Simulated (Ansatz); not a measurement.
**O₂ (singlet): from Hartree-Fock to the top rungs at distance O1–O2 = 0.962 Å, 6-31G**

One table from this session's results is given with a row withheld; the runs are named, their logs left out.

Method: 6-31G, core rule «outside noble gas», up to 2 orbitals frozen; program: Ansatz 0.2.0, Gaussian basis.

The runs, in order: UHF; CCSD(T) on RHF; CCSD(T) on UHF; BCCD(T) on RHF; CISD; CCSDT(Q) on RHF; CCSDT(Q) on UHF; CISDTQ; CCSDTQ on RHF; CCSDTQ on UHF; CASSCF and MRCISD+Q, 2 electrons in 2 orbitals; CASSCF and NEVPT2, 2 electrons in 2 orbitals; CASSCF and MRCISD+Q, 12 electrons in 8 orbitals; CASSCF and NEVPT2, 12 electrons in 8 orbitals; Full CI.

43 further runs of the same task are left out: 10 for a known fault of the program, 26 that didn't finish, 7 set aside as unsound or not needed.

### What is computed

The geometry derives from a PBE0/def2-TZVP stationary point (not a proven minimum). One bond is set to the value named and the two fragments are kept rigid.

2 atoms, charge 0, spin multiplicity 1.

Atoms are counted from 1 here; the program's logs count them from 0.

Bond lengths: O1–O2 0.962 Å.

The first run:

in.yaml

```yaml
crystal:
  periodic: [false, false, false]
  atoms:
    - {symbol: O, position_ang: [0.000000, 0.000000, 0.000000]}
    - {symbol: O, position_ang: [0.000000, 0.000000, 0.962000]}
basis:
  gaussian: {orbitals: 6-31G}
magnetization: {spin_polarized: true, initial_magnetization: 0}
hamiltonian: {xc: hf}
output: {orbitals: {seedname: orbitals}}
```

On the command line:

```sh
> ansatz run in.yaml --threads 1 --pin off --events-out ev --progress --plain --max-ram 2393MiB
```

Among the steps run: UHF; CCSD(T) on RHF; CCSD(T) on UHF; BCCD(T) on RHF; CISD; CCSDT(Q) on RHF; CCSDT(Q) on UHF; CISDTQ; CCSDTQ on RHF; CCSDTQ on UHF; CASSCF and MRCISD+Q, 2 electrons in 2 orbitals; CASSCF and NEVPT2, 2 electrons in 2 orbitals; CASSCF and MRCISD+Q, 12 electrons in 8 orbitals; CASSCF and NEVPT2, 12 electrons in 8 orbitals; Full CI.

One table of the session follows, with a row left open; its other results are not shown here.

It belongs to the step «Misses and costs». 

```
          method  from FCI (kJ/mol)
             RHF             +589.9
            RMP2              +63.0
            CISD              +68.2
           RCCSD                  ?
        RCCSD(T)              +24.8
         BCCD(T)              +24.9
          RCCSDT               +6.0
          CISDTQ               +7.5
       RCCSDT(Q)               -2.5
         RCCSDTQ               +0.4
  CASSCF valence             +350.2
  NEVPT2 valence              +69.0
  MRCISD valence              +16.3
MRCISD+Q valence               +4.1
             FCI                  0
```

**Question.** Estimate the row for RCCSD.

**Answer.** from FCI (kJ/mol): +38.4. In the column «from FCI (kJ/mol)» it lies between BCCD(T) (+24.9) and RMP2 (+63.0).

Left out of the table: CASSCF pair, NEVPT2 pair, MRCISD pair, MRCISD+Q pair (the active space lost an orbital or holds another state than full CI finds).

Caveats from the session: The report flags that the cluster equations may have other roots. Left out of the table: UHF, UMP2, UCCSD, UCCSD(T), UCCSDT, UCCSDT(Q), UCCSDTQ (another determinant or state than the rows shown). The program flags RCCSDT(Q), RCCSDTQ as in doubt, so those rows may rest on another solution; read them beside their warnings. RCCSDT(Q) falls below full CI, which methods that aren't variational can do. Warnings in the runs' records: passed over end.
